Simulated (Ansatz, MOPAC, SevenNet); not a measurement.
**Lattice constant a of corundum (α-Al2O3): levels of theory against measurement**

Reference value: 4.759 Å (measured, temperature not stated, not corrected to a static lattice; as tabulated in Lallet et al. (2009), arXiv:0801.3594).

**Question.** What do MNDO semi-empirical Hartree-Fock (MOPAC), SevenNet-l3i5, LDA, PBE, r²SCAN give, and how far is each from the reference?

**Answer.** 
```tsv
level (code)	value (Å)	difference (%)
MNDO semi-empirical Hartree-Fock (MOPAC)	4.832	+1.53
SevenNet-l3i5	4.807	+1.01
LDA (Ansatz)	4.730	-0.61
PBE (Ansatz)	4.809	+1.05
r²SCAN (Ansatz)	4.759	0.00
```

The reference's temperature isn't stated, so close values are not ranked against it. Off by more than 1.25 %, or 1.75 % on the side where a correction would as a rule narrow the miss (bounds picked here): MNDO semi-empirical Hartree-Fock (MOPAC) (+1.53 %).

The measured value isn't corrected to a static lattice, so vibrations enter the comparison.  MNDO semi-empirical Hartree-Fock (MOPAC): the method was fitted mainly to molecules. MNDO semi-empirical Hartree-Fock (MOPAC): the run uses a supercell at the zone centre in place of a k mesh. Cutoffs differ between the levels. Ansatz's density-functional and Hartree–Fock values are scalar-relativistic unless marked +SOC, with PAW data made under PBE.

Machine-learned potentials (SevenNet-l3i5) are trained on DFT data: a solid inside that data is no test of them.

Differences are worked out from the printed values.

Ansatz is a program for electronic structure.
